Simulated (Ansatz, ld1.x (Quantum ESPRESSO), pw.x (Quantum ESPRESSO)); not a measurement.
# From atom to crystal: PAW potential for tantalum (Ta)

| Property | Result |
| --- | --- |
| Element | tantalum |
| Generator | ld1.x (Quantum ESPRESSO) 7.5 |
| Type | PAW |
| Functional | PBEsol |
| Relativity | scalar-relativistic |
| Frozen core | [Kr] 4d10 4f14 |
| Valence charge | 13 |
| Reference configuration | 5s2 5p6 5d3 6s2 6p0 |
| Partial waves | 5s (bound): rcut 1.60, rcutus 1.70 bohr; 6s (bound): rcut 1.60, rcutus 1.70 bohr; 5p (bound): rcut 1.85, rcutus 2.15 bohr; 6p (bound, empty): rcut 1.85, rcutus 2.15 bohr; 5d (bound): rcut 1.35, rcutus 1.70 bohr; 5d channel at 0.15 Ry: rcut 1.35, rcutus 1.70 bohr |
| Local potential | all-electron potential smoothed inside 1.70 bohr (lloc = -2) |
| Core correction | Bessel-smoothed model core, default radius (core density twice the valence density) |
| Augmentation charge | BESSEL, radius 1.40 bohr |

Atomic tests: cutoffs needed: 35 Ry and 45 Ry (the cutoffs (Ry, on a coarse ladder) from which the occupation-weighted sum of valence levels, in a spherical-Bessel basis at the reference potential, stays within 10 and 1 mRy of its value at 400 Ry); ghost test: no extra level below or beside the all-electron valence levels (s, p, d, f tested) (spherical-Bessel basis up to 400 Ry, 20 bohr box); largest excitation error: -197 meV (all-electron minus pseudo) for 5s1 5p6 5d3 6s2 6p0, out of 7 test configurations.

Crystal test: bcc Ta in pw.x 7.5, no spin, 14³ k-points, Fermi–Dirac smearing 0.01 Ry, cutoffs 55/440 Ry. The reference is all-electron LAPW (Ansatz 0.2.0) with the same functional, mesh and smearing; V0 and B0 come from Birch–Murnaghan fits to the pressures at five volumes. Errors are pseudo minus all-electron; Δ is the rms difference of the E(V) curves that follow from these fits, minima aligned, over ±6 % about the mean V0. Mesh and smearing are coarse, so the numbers serve the comparison and aren't converged zero-temperature values; the lattice is a test structure that the element need not adopt.

| V (Å³/atom) | P all-electron (GPa) | P pseudo (GPa) |
| --- | --- | --- |
| 16.673 | 13.61 | 11.32 |
| 17.112 | 7.22 | 5.15 |
| 17.551 | 1.56 | -0.35 |
| 17.990 | -3.46 | -5.21 |
| 18.429 | -7.90 | -9.52 |

All-electron: a0 = 3.282 Å (V0 = 17.68 Å³/atom), B0 = 206.9 GPa.

Pseudopotential: mean pressure error (GPa): -1.93; a0 (Å): 3.272; a0 error (%): -0.30; B0 error (%): +0.4; Δ (meV/atom): 7.3.

Problem. At the middle volume, how do free energy and pressure move when the wave cutoff is lowered (ecutrho held at 440 Ry)?

Solution.

| cutoff (Ry) | shift of F (meV/atom) | shift of P (GPa) |
| --- | --- | --- |
| 25 | +522.9 | -21.35 |
| 33 | +43.5 | -1.81 |
| 44 | +7.7 | -0.08 |

Input at the middle volume:

```
&control
  calculation='scf', prefix='x', pseudo_dir='./', outdir='./tmp', tstress=.true., disk_io='none'
/
&system
  ibrav=0, nat=1, ntyp=1, ecutwfc=55, ecutrho=440, nbnd=14,
  occupations='smearing', smearing='fd', degauss=0.01
/
&electrons
  conv_thr=1e-09, mixing_beta=0.4, electron_maxstep=70
/
ATOMIC_SPECIES
Ta 1.0 Ta.UPF
CELL_PARAMETERS angstrom
  -1.63712042 1.63712042 1.63712042
  1.63712042 -1.63712042 1.63712042
  1.63712042 1.63712042 -1.63712042
ATOMIC_POSITIONS crystal
Ta 0.0000 0.0000 0.0000
K_POINTS automatic
14 14 14 0 0 0
```

```bash
pw.x < Ta.scf.in > Ta.scf.out
```

Lines of the output:

```
Message from routine setup:
     using ibrav=0 with symmetry is DISCOURAGED, use correct ibrav instead
     lattice parameter (alat)  =       5.3585  a.u.
     unit-cell volume          =     118.4400 (a.u.)^3
     number of electrons       =        13.00
     number of Kohn-Sham states=           14
     kinetic-energy cutoff     =      55.0000  Ry
     charge density cutoff     =     440.0000  Ry
     scf convergence threshold =      1.0E-09
     Exchange-correlation= SLA  PW   PSX  PSC
     number of k points=   104  Fermi-Dirac smearing, width (Ry)=  0.0100
     iteration #  1     ecut=    55.00 Ry     beta= 0.40
     total energy              =    -717.88272826 Ry
     estimated scf accuracy    <       0.04552056 Ry
     iteration #  2     ecut=    55.00 Ry     beta= 0.40
     total energy              =    -717.88121459 Ry
     estimated scf accuracy    <       0.01053236 Ry
     iteration #  3     ecut=    55.00 Ry     beta= 0.40
     total energy              =    -717.88225614 Ry
     estimated scf accuracy    <       0.00020801 Ry
     iteration #  4     ecut=    55.00 Ry     beta= 0.40
     total energy              =    -717.88234596 Ry
     estimated scf accuracy    <       0.00001235 Ry
     iteration #  5     ecut=    55.00 Ry     beta= 0.40
     total energy              =    -717.88234889 Ry
     estimated scf accuracy    <       0.00000023 Ry
     iteration #  6     ecut=    55.00 Ry     beta= 0.40
     total energy              =    -717.88234950 Ry
     estimated scf accuracy    <       0.00000034 Ry
     iteration #  7     ecut=    55.00 Ry     beta= 0.40
     total energy              =    -717.88234983 Ry
     estimated scf accuracy    <       0.00000015 Ry
     iteration #  8     ecut=    55.00 Ry     beta= 0.40
     total energy              =    -717.88234993 Ry
     estimated scf accuracy    <          4.6E-09 Ry
     iteration #  9     ecut=    55.00 Ry     beta= 0.40
     total energy              =    -717.88234993 Ry
     estimated scf accuracy    <          1.3E-09 Ry
     iteration # 10     ecut=    55.00 Ry     beta= 0.40
     the Fermi energy is    18.5524 ev
!    total energy              =    -717.88234993 Ry
     estimated scf accuracy    <          2.4E-11 Ry
     smearing contrib. (-TS)   =      -0.00538600 Ry
     The total energy is F=E-TS. E is the sum of the following terms:
     one-electron contribution =     -10.70752843 Ry
     hartree contribution      =      15.72417171 Ry
     xc contribution           =    -118.42614316 Ry
     ewald contribution        =     -99.40017110 Ry
     one-center paw contrib.   =    -505.06729296 Ry
     convergence has been achieved in  10 iterations
          total   stress  (Ry/bohr**3)                   (kbar)     P=       -3.46
     Message from routine punch:
     Nothing written, as per user request (disk_io='none')
```

The run at the middle volume (104 k-points, 10 iterations) took about 22 s on one core of a shared host (Neoverse-V1, 32 threads, 247 GiB, load 23).
